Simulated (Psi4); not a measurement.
# One shape, several levels: SiNH3 (SMILES [N][SiH3])

Wanted: a comparison of 4 runs (UHF/6-31G, UCAM-B3LYP/2ZaPa-NR, ROMP2/def2-TZVP, UMP2.5/aug-cc-pCVDZ) of SiNH3. 

The results are computed with Psi4 1.11.

1 further run of the same task is left out (set aside as unsound or not needed).

### 1 Starting point

SiNH3 has 5 atoms, charge 0, and is taken as a triplet. As SMILES, `[N][SiH3]`. Geometry: relaxed at GFN2-xTB.

Bond lengths: N1–Si2 1.655 Å, Si2–H3 1.476 Å, Si2–H4 1.476 Å, Si2–H5 1.476 Å. Angles: N1–Si2–H3 111.3°, N1–Si2–H4 111.1°, N1–Si2–H5 111.1°, H3–Si2–H4 107.7°, H3–Si2–H5 107.7°, H4–Si2–H5 107.7°.

### 2 A single-point energy at UHF/6-31G (run 1)

Input file job.inp:

```
memory 1600 MB

molecule molecule1 {
  0 3
  N     -1.536630     0.334330     0.479510
  Si     0.010240    -0.002340    -0.003820
  H      0.064950    -0.313200    -1.445390
  H      0.555100    -1.162980     0.727210
  H      0.906340     1.144190     0.242490
  units angstrom
  symmetry c1
}

set globals {
  basis 6-31G
  reference uhf
  puream true
  e_convergence 1e-09
  d_convergence 1e-08
  scf_type pk
  maxiter 200
}

e = energy('hf')
```

On the command line:

```bash
$ psi4 -n 1 job.inp job.out
```

job.out:

```text
[...]
  Running in c1 symmetry.
[...]
  Nuclear repulsion =   51.355040844779239
[...]
  Multiplicity = 3
[...]
  Nalpha       = 13
  Nbeta        = 11
[...]
    Number of basis functions: 28
[...]
   @UHF iter   1:  -344.78492839367880   -7.39539e-01   1.28943e-02 DIIS/ADIIS
[...]
   @UHF iter  15:  -344.94987748936177   -1.31308e-11   9.71521e-09 DIIS
[...]
   @S^2 Observed:                2.016782993E+00
[...]
  @UHF Final Energy:  -344.94987748936177
   => Energetics <=
    Nuclear Repulsion Energy =             51.3550408447792393
    One-Electron Energy =                -578.1197273355919606
    Two-Electron Energy =                 181.8148090014508682
    Total Energy =                       -344.9498774893618247
  UHF NO Occupations:
  HONO-2 :   11  A 1.9963863
  HONO-1 :   12  A 1.0000000
[...]
 Multipole Moments:
 ------------------------------------------------------------------------------------
     Multipole            Electronic (a.u.)      Nuclear  (a.u.)        Total (a.u.)
 ------------------------------------------------------------------------------------
 L = 1.  Multiply by 2.5417464519 to convert [e a0] to [Debye]
 Dipole X            :         -1.9819022            2.6745596            0.6926573
 Dipole Y            :          0.4305635           -0.5816206           -0.1510571
 Dipole Z            :          0.6144788           -0.8329727           -0.2184940
 Magnitude           :                                                    0.7418437
[...]
```

Wall time 1.8 s (1 thread of Intel Xeon Platinum 8488C (Sapphire Rapids), shared host); peak memory 0.19 GiB.

### 3 Energy and gradient at UCAM-B3LYP/2ZaPa-NR (density fitting) (run 2)

Input file h3nsi.dat:

```
memory 1600 mb

molecule geom {
  0 3
  N     -1.536630     0.334330     0.479510
  Si     0.010240    -0.002340    -0.003820
  H      0.064950    -0.313200    -1.445390
  H      0.555100    -1.162980     0.727210
  H      0.906340     1.144190     0.242490
}

set {
  reference uks
  scf_type  mem_df
}

gradient('cam-b3lyp/2ZaPa-NR')
```

On the command line:

```bash
$ psi4 h3nsi.dat h3nsi.out -n 1
```

h3nsi.out:

```text
[...]
  Running in c1 symmetry.
[...]
  Nuclear repulsion =   51.355040844779239
[...]
  Multiplicity = 3
[...]
  Nalpha       = 13
  Nbeta        = 11
[...]
    Number of basis functions: 63
[...]
   @DF-UKS iter   1:  -345.72964050361105   -5.06707e-01   8.22510e-03 DIIS/ADIIS
[...]
   @DF-UKS iter  12:  -345.91027631816144   -6.13909e-12   9.90234e-09 DIIS
[...]
   @S^2 Observed:                2.008034235E+00
[...]
  @DF-UKS Final Energy:  -345.91027631816144
   => Energetics <=
    Nuclear Repulsion Energy =             51.3550408447792393
    One-Electron Energy =                -578.8543911477411257
    Two-Electron Energy =                 203.2528642060244124
    DFT Exchange-Correlation Energy =     -21.6637902212239801
    Empirical Dispersion Energy =           0.0000000000000000
    VV10 Nonlocal Energy =                  0.0000000000000000
    Total Energy =                       -345.9102763181613795
[...]
  -Total Gradient:
     Atom            X                  Y                   Z
    ------   -----------------  -----------------  -----------------
       1        0.063765271488    -0.013871927877    -0.019852829524
       2       -0.067643232842     0.014702960555     0.020966680342
       3        0.003076490938     0.000522287159     0.004669955714
       4        0.001098669285     0.003834409088    -0.003832522562
       5       -0.000272291090    -0.005194337680    -0.001960830811
[...]
```

Run time: 8.7 s. Hardware: 1 thread of Intel Xeon Platinum 8488C (Sapphire Rapids), shared host; peak memory 0.45 GiB.

Run 3 isn't shown in full; the table further down has it.

### 4 A single-point energy at UMP2.5/aug-cc-pCVDZ (density fitting for correlation) (run 4)

Input file run.py:

```python
import psi4

psi4.set_memory('1600 MB')
psi4.set_num_threads(1)
psi4.set_output_file('h3nsi.out', False)

molecule = psi4.geometry("""
0 3
N     -2.90380985     0.63179214     0.90614257
Si     0.01935080    -0.00442196    -0.00721875
H      0.12273771    -0.59186222    -2.73139124
H      1.04898697    -2.19771369     1.37422774
H      1.71273438     2.16220573     0.45823969
units bohr
""")

psi4.set_options({
    'basis': 'aug-cc-pCVDZ',
    'reference': 'uhf',
    'scf_type': 'direct',
    'freeze_core': True,
    'mp_type': 'df',
    'diis_max_vecs': 15,
})

energy_value = psi4.energy('mp2.5', molecule=molecule)
print('E =', round(energy_value, 9))
for k, v in sorted(psi4.core.scalar_variables().items()):
    print(f'{k:45s} {v:18.10f}')
```

On the command line:

```bash
$ python run.py
```

h3nsi.out:

```text
[...]
  Running in c1 symmetry.
[...]
  Nuclear repulsion =   51.355040895474829
[...]
  Multiplicity = 3
[...]
  Nalpha       = 13
  Nbeta        = 11
[...]
    Number of basis functions: 90
[...]
   @DF-UHF iter   1:  -344.85347615819529   -7.40499e-01   4.74907e-03 ADIIS/DIIS
[...]
   @UHF iter  22:  -345.05967225881722   -1.25056e-12   3.48754e-09 DIIS
[...]
   @S^2 Observed:                2.015933939E+00
[...]
  @UHF Final Energy:  -345.05967225881722
   => Energetics <=
    Nuclear Repulsion Energy =             51.3550408954748292
    One-Electron Energy =                -578.5387579022965383
    Two-Electron Energy =                 182.1240447480044793
    Total Energy =                       -345.0596722588171588
  UHF NO Occupations:
  HONO-2 :   11  A 1.9957603
  HONO-1 :   12  A 1.0000000
[...]
 Multipole Moments:
 ------------------------------------------------------------------------------------
     Multipole            Electronic (a.u.)      Nuclear  (a.u.)        Total (a.u.)
 ------------------------------------------------------------------------------------
 L = 1.  Multiply by 2.5417464519 to convert [e a0] to [Debye]
 Dipole X            :         -2.2026402            2.6745596            0.4719194
 Dipole Y            :          0.4786320           -0.5816206           -0.1029886
 Dipole Z            :          0.6837298           -0.8329727           -0.1492429
 Magnitude           :                                                    0.5055571
[...]
	DF-SCS-MP2 Total Energy (a.u.)     :  -345.27642077777796
	DF-SOS-MP2 Total Energy (a.u.)     :  -345.27921897617091
	DF-SCS(N)-MP2 Total Energy (a.u.)  :  -345.13406751496620
[...]
	DF-MP2 Total Energy (a.u.)         :  -345.27082438099211
[...]
	DF-MP3 Total Energy (a.u.)         :  -345.30484776482302
[...]
```

Wall time 13 s (1 thread of Intel Xeon Platinum 8488C (Sapphire Rapids), shared host); peak memory 0.31 GiB.

### 5 All runs side by side

| run | level | task | integrals | energy (Eh) | HOMO energy (eV) | LUMO energy (eV) | ⟨S²⟩ | wall time |
| --- | --- | --- | --- | --- | --- | --- | --- | --- |
| 1 | UHF/6-31G | energy | pk | -344.949877 | -11.80 | 2.02 | 2.017 | 1.8 s |
| 2 | UCAM-B3LYP/2ZaPa-NR (density fitting) | gradient | mem_df | -345.910276 | -10.37 | -2.46 | 2.008 | 8.7 s |
| 3 | ROMP2/def2-TZVP (Cholesky decomposition, density fitting for correlation) | energy | cd | -345.333316 | – | – | – | 3.9 s |
| 4 | UMP2.5/aug-cc-pCVDZ (density fitting for correlation) | energy | direct | -345.287836 | -12.55 | 1.05 | 2.016 | 13 s |

### 6 What came out

| quantity | value |
| --- | --- |
| run 4: total energy | -345.28784 Eh |
| run 4: HOMO energy (Hartree–Fock orbitals) (highest over α and β) | -12.55 eV |
| run 4: LUMO energy (Hartree–Fock orbitals) (lowest over α and β) | 1.05 eV |
| run 4: correlation energy (6 core orbitals frozen) | -228.2 mEh |
| run 4: ⟨S²⟩ of the reference determinant | 2.016 |

All runs together took 27 s, the longest 13 s.
